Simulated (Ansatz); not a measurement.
# C₃H₇N: a ladder of functionals and wavefunction methods

An exercise on one series of results from a longer session: the logs are not shown, and one member is left open.

Computed with Ansatz 0.2.0, Gaussian basis. Level: functionals in def2-TZVPP, the program's frozen cores in correlated methods.

The runs, in order: LDA (SPW92), PBE-D4, revPBE-D4, BLYP-D4, r2SCAN-D4, B97M-V, PBE0-D4, B3LYP-D4, r2SCANh-D4, r2SCAN0-D4, HSE06-D4, BHLYP-D4, CAM-B3LYP-D4, LC-ωPBE, ωB97X-V, ωB97M-V, B2PLYP, PBE-QIDH; CCSD(T)/def2-SVP; CCSD(T)/def2-TZVPP; MP2/def2-QZVPP; extrapolation to the limit; RPA on PBE.

### The geometry

An earlier PBE0-D4 in a triple-zeta def2 set relaxation fixed the geometry.

SMILES `CC(C)=N`, 11 atoms, charge 0, spin multiplicity 1.

Atoms are counted from 1 here; the program's logs count them from 0.

Bond lengths: C1–C2 1.502 Å, C1–H5 1.091 Å, C1–H6 1.094 Å, C1–H7 1.094 Å, C2–C3 1.497 Å, C2–N4 1.268 Å, C3–H8 1.088 Å, C3–H9 1.094 Å, C3–H10 1.094 Å, N4–H11 1.021 Å. Angles: C2–C1–H5 111.6°, C2–C1–H6 110.5°, C2–C1–H7 110.4°, H5–C1–H6 108.8°, H5–C1–H7 108.8°, H6–C1–H7 106.6°, C1–C2–C3 115.9°, C1–C2–N4 125.1°, C3–C2–N4 119.0°, C2–C3–H8 110.2°, C2–C3–H9 110.5°, C2–C3–H10 110.6°, H8–C3–H9 109.4°, H8–C3–H10 109.4°, H9–C3–H10 106.7°, C2–N4–H11 110.6°.

The first run:

in.yaml reads:

```yaml
crystal:
  periodic: [false, false, false]
  atoms:
    - {symbol: C, position_ang: [-0.552654, 0.959221, -0.569684]}
    - {symbol: C, position_ang: [-0.111631, -0.405480, -0.124563]}
    - {symbol: C, position_ang: [0.926386, -0.436750, 0.954260]}
    - {symbol: N, position_ang: [-0.548677, -1.501214, -0.589155]}
    - {symbol: H, position_ang: [-1.313653, 0.901384, -1.349006]}
    - {symbol: H, position_ang: [-0.955928, 1.525390, 0.275240]}
    - {symbol: H, position_ang: [0.299155, 1.530154, -0.951282]}
    - {symbol: H, position_ang: [1.182215, -1.465939, 1.198673]}
    - {symbol: H, position_ang: [0.560658, 0.069942, 1.852668]}
    - {symbol: H, position_ang: [1.827359, 0.096814, 0.636430]}
    - {symbol: H, position_ang: [-1.247833, -1.330621, -1.312983]}
basis:
  gaussian: {orbitals: def2-TZVPP}
hamiltonian: {xc: lda}
output: {orbitals: {seedname: orbitals}}
```

Command:

```sh
ansatz run in.yaml --threads 2 --pin off --events-out ev --progress --plain --max-ram 4352MiB
```

Among the steps run: LDA; PBE-D4 (GGA); revPBE-D4 (GGA); BLYP-D4 (GGA); r2SCAN-D4 (meta-GGA); B97M-V (meta-GGA); B3LYP-D4 (hybrid); r2SCANh-D4 (hybrid); r2SCAN0-D4 (hybrid); HSE06-D4 (hybrid); BHLYP-D4 (hybrid); CAM-B3LYP-D4 (range-separated); LC-ωPBE (range-separated); ωB97X-V (range-separated); ωB97M-V (range-separated); B2PLYP (double hybrid); PBE-QIDH (double hybrid).

One of the session's tables, all rows but one given; the rest of the session is left out.

It belongs to the step «Frontier levels by functional». 

| functional | HOMO (eV) | gap (eV) |
| --- | --- | --- |
| LDA (SPW92) | ? | ? |
| PBE-D4 | -5.85 | 4.96 |
| revPBE-D4 | -5.81 | 4.99 |
| BLYP-D4 | -5.77 | 4.99 |
| r2SCAN-D4 | -6.16 | 5.52 |
| B97M-V | -6.37 | 5.84 |
| PBE0-D4 | -7.39 | 7.63 |
| B3LYP-D4 | -7.16 | 7.12 |
| r2SCANh-D4 | -6.73 | 6.51 |
| r2SCAN0-D4 | -7.60 | 7.99 |
| HSE06-D4 | -6.98 | 6.84 |
| BHLYP-D4 | -8.87 | 10.34 |
| CAM-B3LYP-D4 | -8.85 | 10.29 |
| LC-ωPBE | -10.22 | 12.88 |
| ωB97X-V | -9.89 | 12.47 |
| ωB97M-V | -9.81 | 12.22 |

Q: Estimate the row for LDA (SPW92) from the others.

The run gave: HOMO (eV): -5.94; gap (eV): 4.83. In the column «HOMO (eV)» it lies between r2SCAN-D4 (-6.16) and PBE-D4 (-5.85).
